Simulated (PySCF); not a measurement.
## Gas-phase thermal properties of CHCl

Computed with PySCF (xtb for GFN2) and rigid-rotor harmonic-oscillator thermochemistry at 1 bar. 'Table' is the NASA 1993 thermochemical table (part measured, part estimated). 6-31G* has spherical d functions here. All species are closed-shell singlets. B3LYP is the form with VWN-RPA correlation. The harmonic model lacks anharmonicity and excited electronic states, which grow with temperature; levels with a mode under 35 cm⁻¹ are left out. The table's entry may be an old estimate for CHCl (not checked at source).

```csv
level,point group,σ,ZPE (kJ/mol),S°298 (J/mol/K),Cp298 (J/mol/K),S°1000 (J/mol/K),H1000 − H298 (kJ/mol)
table,-,-,-,234.9,36.7,286.9,31.1
B3LYP/6-31G*,Cs,1,29.5,235.4,36.8,287.4,31.1
GFN2-xTB,Cs,1,28.9,234.0,36.3,285.9,31.0
HF/6-31G*,Cs,1,32.2,234.7,36.3,285.9,30.5
PBE/def2-SVP,Cs,1,28.6,235.4,36.9,287.7,31.3
PBE0/def2-TZVP,Cs,1,29.9,234.7,36.5,286.5,31.0
```
σ: rotational symmetry number. Electronic degeneracy used: 1. Frequencies are unscaled.
